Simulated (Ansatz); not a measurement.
# Band gap of cubic perovskite SrTiO3 (cubic form, which distorts at low temperature): levels of theory against measurement

Reference value: 3.59 eV (measured, zero-point renormalisation of 336 meV (experimental, the table's column) added back, indirect; as tabulated in Miglio et al. (2020), arXiv:2011.12765).

Q: Which of these levels comes closest to the reference?
(A) LDA+SOC (Ansatz, an electronic-structure program)
(B) PBE0 (Ansatz)
(C) PBE-D3(BJ) (Ansatz)
(D) r²SCAN-D4 (Ansatz)

A: B, PBE0 (Ansatz)

```csv
level (code),value (eV),cell (Å³/atom),error (eV)
LDA+SOC (Ansatz),1.77 (indirect),11.91,-1.82
PBE-D3(BJ) (Ansatz),1.88,11.95,-1.71
r²SCAN-D4 (Ansatz),2.28,11.86,-1.31
PBE0 (Ansatz),4.08,11.91,+0.49
```

Of these levels PBE0 (+0.49 eV) comes nearest. Farthest off: LDA+SOC (-1.82 eV). Every level misses the reference by more than 0.3 eV.

Semilocal Kohn–Sham gaps run low as a rule, and all computed values are for a static lattice, while measured ones hold electron–phonon shifts unless said otherwise. Spin–orbit coupling is included only where a level's name says +SOC; with heavier elements it mostly lowers gaps and can invert bands.  PBE-D3(BJ), r²SCAN-D4: the gap is read on the k mesh or supercell of the run alone and can be too large. PBE-D3(BJ), r²SCAN-D4: the relaxation could not lower the start's symmetry, so the cell can be a saddle point above a distorted one. Values are at the measured cell; PBE-D3(BJ) at the level's own relaxed cell; r²SCAN-D4 at the level's own relaxed cell. Cutoffs and k meshes differ between the levels. Ansatz's density-functional and Hartree–Fock values are scalar-relativistic unless marked +SOC, with PAW data made under PBE.

Differences are worked out from the printed values.
